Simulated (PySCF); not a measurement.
Problem. Write a Z-matrix for `C=C(F)C[NH3+]` as optimised with PBE0-D3(BJ)/def2-SVP. (Charge +1.)

Solution. 
Z-matrix in Å and degrees, rows numbered from 1:
```
C 
C   1  1.3247
F   2  1.3432  1  122.61
C   2  1.4898  1  127.79  3  -179.56
N   4  1.5040  2  108.52  1  -129.07
H   1  1.0920  2  120.39  3     2.64
H   1  1.0909  2  120.58  3  -178.85
H   4  1.0968  2  112.53  1    -8.50
H   4  1.1016  2  111.19  1   114.43
H   5  1.0319  4  108.88  2   -49.65
H   5  1.0279  4  112.77  2  -169.67
H   5  1.0292  4  111.78  2    68.28
```

The 2 C–C bonds span 1.325 Å (C1=C2, drawn double) to 1.490 Å (C2–C4, drawn single), a spread of 0.165 Å. N5 (ammonium nitrogen) is tetrahedral (angles from 106.9° to 112.8°). H10 on N5 lies 2.26 Å from F3, 4 bonds away (angle at H 103°; Bondi radii sum to 2.67 Å). C1 (terminal =CH2 carbon) is planar (angles 120.6°, 120.4° and 119.0°, sum 360.0°, 0.01 Å off the plane of its three neighbours).

Level of theory: PBE0-D3(BJ)/def2-SVP geometry optimisation, gas phase (PySCF 2.14.0).

Point group: C1 (no symmetry element, even within 0.4 Å). No frequency check. Torsions: C1–C2–C4–N5 -129°.

One conformer stands for the species.
